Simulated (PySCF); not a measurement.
# Which functional comes closest?

Molecule: `[N+](#[C-])CCC`, C₄H₇N.

Geometry:
| atom | x (Å) | y (Å) | z (Å) |
| --- | --- | --- | --- |
| C1 | 2.325 | 1.070 | 1.125 |
| N2 | 1.677 | 0.209 | 0.660 |
| C3 | 0.853 | -0.791 | 0.092 |
| C4 | -0.308 | -0.204 | -0.705 |
| C5 | -1.254 | 0.642 | 0.129 |
| H6 | 0.475 | -1.428 | 0.909 |
| H7 | 1.480 | -1.429 | -0.552 |
| H8 | -0.848 | -1.050 | -1.162 |
| H9 | 0.104 | 0.390 | -1.538 |
| H10 | -0.729 | 1.499 | 0.578 |
| H11 | -2.076 | 1.037 | -0.485 |
| H12 | -1.700 | 0.056 | 0.948 |

Geometry PBE0-D3(BJ)/def2-SVP throughout; GIAO in PySCF 2.14.0 with density-fitted response routines, gas phase, one conformer, non-relativistic; equivalent atoms averaged; basis pcSseg-2.

Reference values (measured; solution, not stated per compound (mostly CDCl3 or CCl4); Pretsch, Buehlmann, Badertscher, Structure Determination of Organic Compounds, 4th ed. (2009)): δ(C3) = 43.4 ppm, δ(C4) = 22.9 ppm, δ(C5) = 11.0 ppm. Computed shifts are taken against TMS, calculated as an isolated molecule at each level.

**Question.** How do the functionals HF, LDA, PBE, BLYP, BP86, OPBE, KT2, KT3, B97-D, B3LYP, PBE0, mPW1PW91, WP04, B97-2, BHandHLYP, CAM-B3LYP, wB97X-D, LC-wPBE perform against the reference? Times are CPU seconds on shared hosts with different chips, so compare them loosely; the GGAs took longer than the global hybrids here, which isn't the general rule, and the cause wasn't traced.

**Answer.** 
```tsv
functional	kind	C3	C4	C5	mean abs. error C	core-s
HF	Hartree–Fock	40.6	25.7	13.1	2.6	25
LDA	LDA	44.9	27.4	11.0	2.0	52
PBE	GGA	45.0	28.6	12.7	3.0	64
BLYP	GGA	45.6	30.1	13.5	4.0	64
BP86	GGA	45.0	28.5	12.9	3.0	64
OPBE	GGA	44.2	27.6	13.1	2.5	64
KT2	GGA	44.7	28.6	12.6	2.9	66
KT3	GGA	44.6	29.2	13.5	3.3	64
B97-D	GGA	44.9	29.2	13.6	3.5	64
B3LYP	global hybrid	44.8	28.8	13.2	3.2	50
PBE0	global hybrid	44.1	27.2	12.6	2.2	49
mPW1PW91	global hybrid	44.2	27.3	12.8	2.3	49
WP04	global hybrid	46.5	29.4	14.6	4.4	28
B97-2	global hybrid	44.1	27.6	13.2	2.5	27
BHandHLYP	global hybrid	43.4	27.4	13.0	2.2	27
CAM-B3LYP	range-separated hybrid	44.2	27.6	12.5	2.3	36
wB97X-D	range-separated hybrid	44.4	27.1	12.8	2.3	57
LC-wPBE	range-separated hybrid	43.3	25.2	12.1	1.2	55
```

For ¹³C the closest is LC-wPBE (1.2 ppm) and the furthest WP04 (4.4 ppm). One molecule is a small sample, and vibrational and solvent effects are absent from the calculation.
